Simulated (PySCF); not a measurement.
Species: BH2Cl.
Cartesian coordinates in Å at the PBE0-D3(BJ)/def2-SVP level; atoms count from 1:
```xyz
4
BClH2 angstrom
B     -0.1206   -0.0108   -0.2064
Cl     1.5775   -0.1195   -0.5607
H     -0.7354    0.9235   -0.6500
H     -0.6177   -0.8740    0.4693
```

Computed with core-valence-separated Tamm–Dancoff BHandHLYP/aug-pcX-1 (pcseg-1 on H, def2-SVPD on Cl) in PySCF, non-relativistic, gas phase, PBE0-D3(BJ)/def2-SVP geometry. The energies are unshifted.

The lowest roots of each edge with f over 0.003 (five at most, numbered afresh; weaker and dark ones are left out), with transition dipoles (au) in the frame of the coordinates:

```csv
root,edge,E (eV),μx,μy,μz
1,B,186.46,-0.0295,-0.0753,-0.1178
2,B,192.30,-0.0814,0.0054,0.0168
3,B,192.98,0.0041,-0.0644,0.0402
4,B,193.49,0.0079,0.0205,0.0322
5,B,193.82,-0.0819,0.0053,0.0170
```

Question: What are the oscillator strengths?

Answer: f = (2/3) ΔE |μ|², with ΔE in hartree (27.2114 eV):

```csv
root,ΔE (Eh),|μ|² (au),f,core hole on
1,6.8523,0.020432,0.093,B1
2,7.0670,0.006934,0.033,B1
3,7.0918,0.005780,0.027,B1
4,7.1104,0.001521,0.007,B1
5,7.1227,0.007023,0.033,B1
```

Question: What is the unit vector of the normal of the molecular plane, and which share of each root's |μ|² lies along it?

Answer: (-0.21, -0.53, -0.82), up to sign.

```tsv
root	core hole on	share along it	final orbital under reflection in the plane
1	B1	1.00	odd
2	B1	0.00	even
3	B1	0.00	even
4	B1	1.00	odd
5	B1	0.00	even
```

The 1s orbitals of atoms in the plane are even under the reflection, so light polarised along the normal reaches odd orbitals alone (the out-of-plane π set) and light polarised in the plane even ones.

Question: For fixed molecules, how does the intensity of root 1 change when the electric field is turned 20° away from the normal of the molecular plane?

Answer: Intensity goes as (E·μ)², and μ lies along that direction, so it falls to cos²20° = 0.88 of its maximum; it vanishes at 90°.

Question: Molecules are fixed in this frame and the field points along (0, 1, 1)/√2. What effective strengths 3 f cos²θ do the roots have (θ between field and μ)?

Answer: root 1 (B1): 0.256, root 2 (B1): 0.003, root 3 (B1): 0.004, root 4 (B1): 0.020, root 5 (B1): 0.004. Root 1 is the strongest. Averaged over all orientations cos²θ is 1/3, which gives f back.

